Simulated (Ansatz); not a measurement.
C4H6S (`CCC1=CS1`), relaxed with RKS PBE-D4/def2-SVP in Ansatz 0.2.0 from a rough embedded geometry. The force threshold is 0.03 eV/Å; the program also tests the step.

Charge 0, multiplicity 1.

Start:

```xyz
11

C    -1.212    0.548    0.389
C    -0.308   -0.666    0.398
C     0.928   -0.377   -0.280
C     1.740    0.341   -1.030
S     2.364   -1.190   -0.748
H    -2.160    0.271    0.999
H    -1.517    0.852   -0.577
H    -0.757    1.342    0.945
H    -0.127   -0.991    1.403
H    -0.855   -1.493   -0.104
H     1.904    1.363   -1.396
```

```csv
step,energy (eV),largest force (eV/Å),largest move (Å)
1,-15061.3209,5.586,0.000
2,-15061.9021,3.097,0.081
3,-15062.1497,0.565,0.074
4 (rejected),-15062.1429,0.429,0.179
5,-15062.1760,0.129,0.085
6,-15062.1767,0.046,0.014
7,-15062.1768,0.092,0.016
8,-15062.1769,0.043,0.013
9,-15062.1771,0.031,0.008
10,-15062.1772,0.007,0.003
```

End:

```xyz
11

C    -1.288    0.547    0.451
C    -0.337   -0.653    0.389
C     0.915   -0.367   -0.328
C     1.730    0.395   -0.989
S     2.476   -1.300   -0.782
H    -2.215    0.283    0.998
H    -1.575    0.882   -0.566
H    -0.816    1.404    0.971
H    -0.072   -1.012    1.409
H    -0.820   -1.527   -0.104
H     2.002    1.348   -1.449
```

Hardware: 4 threads of an Arm Neoverse V2 on a shared host. Wall time 9 s, peak host memory 0.14 GiB.
